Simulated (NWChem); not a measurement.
# C4H6 (2-butyne): levels of theory compared

Wanted: a comparison of 6 runs (TPSSh/STO-3G, TPSSh/3-21G, TPSSh/6-31G, TPSSh/6-31G*, TPSSh/6-31G**, TPSSh/6-311G**) of C4H6 (2-butyne). 

The results are computed with NWChem 7.3.0.

### 1 The molecule

C4H6: 10 atoms, total charge 0, spin state singlet. As SMILES, `CC#CC`. Geometry: relaxed at PBE0-D4/def2-TZVP.

Bond lengths: C1–C2 1.451 Å, C2–C3 1.202 Å, C3–C4 1.451 Å, C1–H5 1.093 Å, C1–H6 1.093 Å, C1–H7 1.093 Å, C4–H8 1.093 Å, C4–H9 1.093 Å, C4–H10 1.093 Å. Some angles: C1–C2–C3 180.0°, C2–C3–C4 180.0°, C2–C1–H5 111.1°, C2–C1–H6 111.1°, C2–C1–H7 111.1°, C3–C4–H8 111.1°, C3–C4–H9 111.1°, C3–C4–H10 111.1°, H5–C1–H6 107.8°, H5–C1–H7 107.8°.

### 2 Energy and one-electron properties at TPSSh/STO-3G (run 1)

mymol.nw

```
start mymol
memory total 2200 mb

geometry units bohr noautosym nocenter noautoz
   C  -1.86780530  2.28902525 -2.49084800
   C  -0.53649325  0.66329387 -0.72867839
   C   0.56653989 -0.68313599  0.73037915
   C   1.89936373 -2.30830046  2.49198184
   H  -2.93965796  1.17767732 -3.86297814
   H  -3.19609379  3.52509511 -1.50384405
   H  -0.55047722  3.48597778 -3.53870114
   H   3.93629952 -2.25860066  2.15353189
   H   1.56885063 -1.71813899  4.44369098
   H   1.27651000 -4.26945823  2.31113505
end

basis spherical bse
   C library STO-3G
   H library STO-3G
end

dft
   xc xctpssh
   grid fine
   convergence energy 1e-08
   iterations 100
   mulliken
   noprint "final vectors analysis"
end

property
   dipole
   quadrupole
   mulliken
end

task dft property
```

Command:

```
nwchem mymol.nw > mymol.out
```

The program printed:

```text
[...]
          Wavefunction type:  closed shell.
          No. of atoms     :    10
          No. of electrons :    30
[...]
          Charge           :     0
          Spin multiplicity:     1
[...]
          AO basis - number of functions:    26
[...]
              XC Information
              --------------
                  TPSS hybrid Method XC Functional
                     Hartree-Fock (Exact) Exchange  0.100
                  TPSS metaGGA Exchange Functional  0.900
             TPSS03 metaGGA Correlation Functional  1.000
[...]
 d= 0,ls=0.0,diis     1   -154.0943610150 -2.54D+02  2.70D-02  1.73D-01     0.9
[...]
 d= 0,ls=0.0,diis     7   -154.1237274113 -1.28D-09  5.01D-07  3.34D-10     4.1
         Total DFT energy =     -154.123727411350
      One electron energy =     -405.257400855006
           Coulomb energy =      174.746361693860
    Exchange-Corr. energy =      -23.980904103278
 Nuclear repulsion energy =      100.368215853075
[...]
   Dipole moment        0.0005418735 Debye(s)
             DMX        0.0004852589 DMXEFC        0.0000000000
             DMY        0.0001615990 DMYEFC        0.0000000000
             DMZ       -0.0001789875 DMZEFC        0.0000000000
   -EFC- dipole         0.0000000000 DEBYE(S)
   Total dipole         0.0005418735 DEBYE(S)
[...]
```

Wall time 5.1 s (1 thread of Intel Xeon Platinum 8488C (Sapphire Rapids), shared host); peak memory 0.12 GiB.

Atomic charges (e):

| atom | Mulliken | Löwdin |
| --- | --- | --- |
| C1 | -0.224 | -0.110 |
| C2 | -0.059 | -0.070 |
| C3 | -0.059 | -0.070 |
| C4 | -0.224 | -0.110 |
| H5 | +0.094 | +0.060 |
| H6 | +0.094 | +0.060 |
| H7 | +0.094 | +0.060 |
| H8 | +0.094 | +0.060 |
| H9 | +0.094 | +0.060 |
| H10 | +0.094 | +0.060 |

### 3 Energy and one-electron properties at TPSSh/3-21G (run 2)

geom.nw

```
start geom
memory total 2200 mb
charge 0

geometry units angstroms noautosym nocenter noautoz
C    -0.988400    1.211300   -1.318100
C    -0.283900    0.351000   -0.385600
C     0.299800   -0.361500    0.386500
C     1.005100   -1.221500    1.318700
H    -1.555600    0.623200   -2.044200
H    -1.691300    1.865400   -0.795800
H    -0.291300    1.844700   -1.872600
H     2.083000   -1.195200    1.139600
H     0.830200   -0.909200    2.351500
H     0.675500   -2.259300    1.223000
end

basis spherical bse
C library 3-21G
H library 3-21G
end

dft
xc xctpssh
grid fine
convergence energy 1e-08
iterations 100
mulliken
noprint "final vectors analysis"
end

property
dipole
quadrupole
mulliken
end

task dft property
```

Command:

```
nwchem geom.nw > geom.out
```

The program printed:

```text
[...]
          Wavefunction type:  closed shell.
          No. of atoms     :    10
          No. of electrons :    30
[...]
          Charge           :     0
          Spin multiplicity:     1
[...]
          AO basis - number of functions:    48
[...]
              XC Information
              --------------
                  TPSS hybrid Method XC Functional
                     Hartree-Fock (Exact) Exchange  0.100
                  TPSS metaGGA Exchange Functional  0.900
             TPSS03 metaGGA Correlation Functional  1.000
[...]
 d= 0,ls=0.0,diis     1   -155.1013760969 -2.55D+02  1.25D-02  2.80D-01     1.1
[...]
 d= 0,ls=0.0,diis     8   -155.1366610699 -7.93D-09  4.04D-07  4.84D-10     6.3
         Total DFT energy =     -155.136661069892
      One electron energy =     -405.459178787799
           Coulomb energy =      173.784302484061
    Exchange-Corr. energy =      -23.830007774311
 Nuclear repulsion energy =      100.368223008157
[...]
   Dipole moment        0.0010164010 Debye(s)
             DMX        0.0008787712 DMXEFC        0.0000000000
             DMY        0.0003637677 DMYEFC        0.0000000000
             DMZ       -0.0003584762 DMZEFC        0.0000000000
   -EFC- dipole         0.0000000000 DEBYE(S)
   Total dipole         0.0010164010 DEBYE(S)
[...]
```

Run time: 6.9 s. Hardware: 1 thread of Intel Xeon Platinum 8488C (Sapphire Rapids), shared host; peak memory 0.12 GiB.

Atomic charges (e):

| atom | Mulliken | Löwdin |
| --- | --- | --- |
| C1 | -0.675 | -0.260 |
| C2 | -0.040 | -0.090 |
| C3 | -0.040 | -0.090 |
| C4 | -0.675 | -0.260 |
| H5 | +0.238 | +0.120 |
| H6 | +0.238 | +0.120 |
| H7 | +0.238 | +0.120 |
| H8 | +0.238 | +0.120 |
| H9 | +0.238 | +0.120 |
| H10 | +0.238 | +0.120 |

### 4 Energy and one-electron properties at TPSSh/6-31G (run 3)

c4h6.nw

```
start c4h6
title "C4H6"
memory stack 880 mb heap 220 mb global 1100 mb

geometry units angstroms noautosym nocenter noautoz
 C    -0.988400    1.211300   -1.318100
 C    -0.283900    0.351000   -0.385600
 C     0.299800   -0.361500    0.386500
 C     1.005100   -1.221500    1.318700
 H    -1.555600    0.623200   -2.044200
 H    -1.691300    1.865400   -0.795800
 H    -0.291300    1.844700   -1.872600
 H     2.083000   -1.195200    1.139600
 H     0.830200   -0.909200    2.351500
 H     0.675500   -2.259300    1.223000
end

basis "ao basis" spherical bse
 * library 6-31G
end

dft
 xc xctpssh
 mult 1
 grid fine
 convergence energy 1e-08
 maxiter 100
 mulliken
 noprint "final vectors analysis"
end

property
 dipole
 quadrupole
 mulliken
end

task dft property
```

Command:

```
nwchem c4h6.nw > c4h6.out
```

The program printed:

```text
[...]
          Wavefunction type:  closed shell.
          No. of atoms     :    10
          No. of electrons :    30
[...]
          Charge           :     0
          Spin multiplicity:     1
[...]
          AO basis - number of functions:    48
[...]
              XC Information
              --------------
                  TPSS hybrid Method XC Functional
                     Hartree-Fock (Exact) Exchange  0.100
                  TPSS metaGGA Exchange Functional  0.900
             TPSS03 metaGGA Correlation Functional  1.000
[...]
 d= 0,ls=0.0,diis     1   -155.9190789291 -2.56D+02  1.26D-02  2.30D-01     1.3
[...]
 d= 0,ls=0.0,diis     8   -155.9541923482 -9.88D-09  4.56D-07  4.49D-10     8.4
         Total DFT energy =     -155.954192348194
      One electron energy =     -406.689995009279
           Coulomb energy =      174.302062670808
    Exchange-Corr. energy =      -23.934483017880
 Nuclear repulsion energy =      100.368223008157
[...]
   Dipole moment        0.0009728779 Debye(s)
             DMX        0.0008384864 DMXEFC        0.0000000000
             DMY        0.0003566811 DMYEFC        0.0000000000
             DMZ       -0.0003408968 DMZEFC        0.0000000000
   -EFC- dipole         0.0000000000 DEBYE(S)
   Total dipole         0.0009728779 DEBYE(S)
[...]
```

It took 9 s on 1 thread of Intel Xeon Platinum 8488C (Sapphire Rapids), shared host; peak memory 0.12 GiB.

Atomic charges (e):

| atom | Mulliken | Löwdin |
| --- | --- | --- |
| C1 | -0.469 | -0.300 |
| C2 | -0.074 | -0.090 |
| C3 | -0.074 | -0.090 |
| C4 | -0.469 | -0.300 |
| H5 | +0.181 | +0.130 |
| H6 | +0.181 | +0.130 |
| H7 | +0.181 | +0.130 |
| H8 | +0.181 | +0.130 |
| H9 | +0.181 | +0.130 |
| H10 | +0.181 | +0.130 |

Runs 4 to 5 aren't shown in full; the table further down has their settings and results.

### 5 Energy and one-electron properties at TPSSh/6-311G(d,p) (run 6)

struct.nw

```
start struct
title "C4H6 properties"
memory stack 880 mb heap 220 mb global 1100 mb

geometry units atomic noautosym nocenter noautoz
   C     -1.86780530     2.28902525    -2.49084800
   C     -0.53649325     0.66329387    -0.72867839
   C      0.56653989    -0.68313599     0.73037915
   C      1.89936373    -2.30830046     2.49198184
   H     -2.93965796     1.17767732    -3.86297814
   H     -3.19609379     3.52509511    -1.50384405
   H     -0.55047722     3.48597778    -3.53870114
   H      3.93629952    -2.25860066     2.15353189
   H      1.56885063    -1.71813899     4.44369098
   H      1.27651000    -4.26945823     2.31113505
end

basis spherical bse
   C library 6-311G**
   H library 6-311G**
end

dft
   xc xctpssh
   grid fine
   convergence energy 1e-08
   iterations 100
   mulliken
   noprint "final vectors analysis"
end

property
   dipole
   quadrupole
   mulliken
end

task dft property
```

Command:

```
nwchem struct.nw > struct.out
```

The program printed:

```text
[...]
          Wavefunction type:  closed shell.
          No. of atoms     :    10
          No. of electrons :    30
[...]
          Charge           :     0
          Spin multiplicity:     1
[...]
          AO basis - number of functions:   108
[...]
              XC Information
              --------------
                  TPSS hybrid Method XC Functional
                     Hartree-Fock (Exact) Exchange  0.100
                  TPSS metaGGA Exchange Functional  0.900
             TPSS03 metaGGA Correlation Functional  1.000
[...]
 d= 0,ls=0.0,diis     1   -155.9891784775 -2.56D+02  4.99D-03  3.77D-01     4.8
[...]
 d= 0,ls=0.0,diis     8   -156.0293361375 -4.72D-09  6.21D-07  1.98D-08    24.8
         Total DFT energy =     -156.029336137541
      One electron energy =     -406.844742379043
           Coulomb energy =      174.404653572357
    Exchange-Corr. energy =      -23.957463183931
 Nuclear repulsion energy =      100.368215853075
[...]
   Dipole moment        0.0010137337 Debye(s)
             DMX        0.0008843956 DMXEFC        0.0000000000
             DMY        0.0003613016 DMYEFC        0.0000000000
             DMZ       -0.0003390599 DMZEFC        0.0000000000
   -EFC- dipole         0.0000000000 DEBYE(S)
   Total dipole         0.0010137337 DEBYE(S)
[...]
```

Wall time 26 s (1 thread of Intel Xeon Platinum 8488C (Sapphire Rapids), shared host); peak memory 0.12 GiB.

Atomic charges (e):

| atom | Mulliken | Löwdin |
| --- | --- | --- |
| C1 | -0.278 | -0.020 |
| C2 | -0.123 | -0.060 |
| C3 | -0.123 | -0.060 |
| C4 | -0.278 | -0.020 |
| H5 | +0.134 | +0.030 |
| H6 | +0.134 | +0.030 |
| H7 | +0.134 | +0.030 |
| H8 | +0.134 | +0.030 |
| H9 | +0.134 | +0.030 |
| H10 | +0.134 | +0.030 |

### 6 All runs side by side

| run | level | energy (Eh) | dipole moment (D) | wall time |
| --- | --- | --- | --- | --- |
| 1 | TPSSh/STO-3G | -154.123727 | 0.00 | 5.1 s |
| 2 | TPSSh/3-21G | -155.136661 | 0.00 | 6.9 s |
| 3 | TPSSh/6-31G | -155.954192 | 0.00 | 9 s |
| 4 | TPSSh/6-31G* (spherical functions) | -155.986169 | 0.00 | 11 s |
| 5 | TPSSh/6-31G** (spherical functions) | -155.993603 | 0.00 | 14 s |
| 6 | TPSSh/6-311G** | -156.029336 | 0.00 | 26 s |

### 7 What came out

| quantity | value |
| --- | --- |
| run 6: total energy | -156.02934 Eh |
| run 6: dipole moment | 0.00 D |

What this shows: In run 1 the basis is minimal, so the values are rough. All runs together took 72 s, the longest 26 s.
